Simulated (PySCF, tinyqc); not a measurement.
FCI on RHF in the sto-3g basis, for HF, spin multiplicity 1, step by step. The lowest restricted solution is unstable here: a spin-polarised one lies 0.1422 hartree lower (PySCF). One step of it, computed by the program tinyqc.

Task: FCI: roots. Diagonalise (each vector has its largest component positive (the first on a tie)); all determinants have Ms = 0, so triplets appear too. The lowest singlet root is the correlation energy.

Occupation strings over the orbitals (2 doubly, a alpha, b beta, 0 empty; spin orbitals ordered 1a 1b 2a 2b ...): 222220 2222ab 2a222b a2222b 2222ba 2b222a b2222a 222202 2a22b2 a222b2 222022 220222 2b22a2 202222 ab2222 b222a2 ba2222 022222

H - E(HF) between determinants (hartree):
```
           222220     2222ab     2a222b     a2222b     2222ba     2b222a     b2222a     222202
222220   0.000000   0.000000   0.000000   0.000000   0.000000   0.000000   0.000000   0.289962
2222ab   0.000000   0.173754  -0.009477  -0.007105  -0.289962  -0.012852   0.002396   0.040691
2a222b   0.000000  -0.009477   1.035474   0.028045  -0.012852  -0.092106  -0.019967  -0.043289
a2222b   0.000000  -0.007105   0.028045  25.313593   0.002396  -0.019967  -0.015720  -0.000896
2222ba   0.000000  -0.289962  -0.012852   0.002396   0.173754  -0.009477  -0.007105  -0.040691
2b222a   0.000000  -0.012852  -0.092106  -0.019967  -0.009477   1.035474   0.028045   0.043289
b2222a   0.000000   0.002396  -0.019967  -0.015720  -0.007105   0.028045  25.313593   0.000896
222202   0.289962   0.040691  -0.043289  -0.000896  -0.040691   0.043289   0.000896   0.361497
2a22b2  -0.012852   0.043289  -0.269183   0.007646  -0.015806   0.093854   0.020031   0.031661
a222b2   0.002396   0.000896   0.007646  -0.447434  -0.005105   0.021153   0.014352   0.012081
222022   0.026729   0.026106   0.012322   0.002933  -0.026106  -0.012322  -0.002933   0.028874
220222   0.026729   0.026106   0.012322   0.002933  -0.026106  -0.012322  -0.002933   0.028874
2b22a2   0.012852  -0.015806   0.093854   0.020031   0.043289  -0.269183   0.007646  -0.031661
202222   0.092106   0.093854   0.005908  -0.001913  -0.093854  -0.005908   0.001913   0.109269
ab2222  -0.019967  -0.020031   0.001913  -0.034151   0.021153  -0.005633   0.006809  -0.020599
b222a2  -0.002396  -0.005105   0.021153   0.014352   0.000896   0.007646  -0.447434  -0.012081
ba2222   0.019967   0.021153  -0.005633   0.006809  -0.020031   0.001913  -0.034151   0.020599
022222   0.015720   0.014352   0.006809  -0.047123  -0.014352  -0.006809   0.047123   0.015011

           2a22b2     a222b2     222022     220222     2b22a2     202222     ab2222     b222a2
222220  -0.012852   0.002396   0.026729   0.026729   0.012852   0.092106  -0.019967  -0.002396
2222ab   0.043289   0.000896   0.026106   0.026106  -0.015806   0.093854  -0.020031  -0.005105
2a222b  -0.269183   0.007646   0.012322   0.012322   0.093854   0.005908   0.001913   0.021153
a2222b   0.007646  -0.447434   0.002933   0.002933   0.020031  -0.001913  -0.034151   0.014352
2222ba  -0.015806  -0.005105  -0.026106  -0.026106   0.043289  -0.093854   0.021153   0.000896
2b222a   0.093854   0.021153  -0.012322  -0.012322  -0.269183  -0.005908  -0.005633   0.007646
b2222a   0.020031   0.014352  -0.002933  -0.002933   0.007646   0.001913   0.006809  -0.447434
222202   0.031661   0.012081   0.028874   0.028874  -0.031661   0.109269  -0.020599  -0.012081
2a22b2   1.253249   0.028305   0.011592   0.011592  -0.109269   0.063458   0.001859  -0.020599
a222b2   0.028305  25.528530   0.002745   0.002745  -0.020599  -0.001859  -0.090693  -0.015011
222022   0.011592   0.002745   0.557509   0.053770  -0.011592   0.194148  -0.040661  -0.002745
220222   0.011592   0.002745   0.053770   0.557509  -0.011592   0.194148  -0.040661  -0.002745
2b22a2  -0.109269  -0.020599  -0.011592  -0.011592   1.253249  -0.063458   0.009860   0.028305
202222   0.063458  -0.001859   0.194148   0.194148  -0.063458   2.395261  -0.011947   0.001859
ab2222   0.001859  -0.090693  -0.040661  -0.040661   0.009860  -0.011947  26.854534   0.006128
b222a2  -0.020599  -0.015011  -0.002745  -0.002745   0.028305   0.001859   0.006128  25.528530
ba2222   0.009860   0.006128   0.040661   0.040661   0.001859   0.011947  -0.082898  -0.090693
022222   0.006128  -0.027388   0.029504   0.029504  -0.006128   0.082898   0.495287   0.027388

           ba2222     022222
222220   0.019967   0.015720
2222ab   0.021153   0.014352
2a222b  -0.005633   0.006809
a2222b   0.006809  -0.047123
2222ba  -0.020031  -0.014352
2b222a   0.001913  -0.006809
b2222a  -0.034151   0.047123
222202   0.020599   0.015011
2a22b2   0.009860   0.006128
a222b2   0.006128  -0.027388
222022   0.040661   0.029504
220222   0.040661   0.029504
2b22a2   0.001859  -0.006128
202222   0.011947   0.082898
ab2222  -0.082898   0.495287
b222a2  -0.090693   0.027388
ba2222  26.854534  -0.495287
022222  -0.495287  55.059817
```

Give: lowest roots of this matrix, relative to E(HF); lowest vectors; <S^2> of these roots; weight of the ground state by excitation level 0, 1, 2, ....

Result:

lowest roots of this matrix, relative to E(HF) (hartree): -0.1640  -0.1171  0.4292  0.4996  0.5037  0.5966  0.8417  0.8675

lowest vectors:
```
         root 1   root 2   root 3   root 4
222220   0.8720   0.0000  -0.2457   0.3578
2222ab   0.0330   0.7069   0.6320   0.2282
2a222b  -0.0122   0.0126  -0.0472   0.0615
a2222b   0.0000   0.0001   0.0003   0.0001
2222ba  -0.0330   0.7069  -0.6320  -0.2282
2b222a   0.0122   0.0126   0.0472  -0.0615
b2222a   0.0000   0.0001  -0.0003  -0.0001
222202  -0.4862   0.0000  -0.3521   0.6871
2a22b2   0.0139  -0.0137  -0.0473   0.0007
a222b2   0.0001   0.0001   0.0001  -0.0003
222022  -0.0112   0.0000  -0.0622  -0.3796
220222  -0.0112   0.0000  -0.0622  -0.3796
2b22a2  -0.0139  -0.0137   0.0473  -0.0007
202222  -0.0120   0.0000  -0.0136  -0.0023
ab2222   0.0003   0.0000   0.0003   0.0000
b222a2  -0.0001   0.0001  -0.0001   0.0003
ba2222  -0.0003   0.0000  -0.0003   0.0000
022222  -0.0001   0.0000  -0.0001   0.0000
```

<S^2> of these roots: 0.0000  2.0000  0.0000  0.0000  0.0000  0.0000  2.0000  0.0000

weight of the ground state by excitation level 0, 1, 2, ...: 0.7604  0.0025  0.2371

The reference has a weight of only 0.76: one determinant is a poor start here. A root of higher spin lies below E(HF).
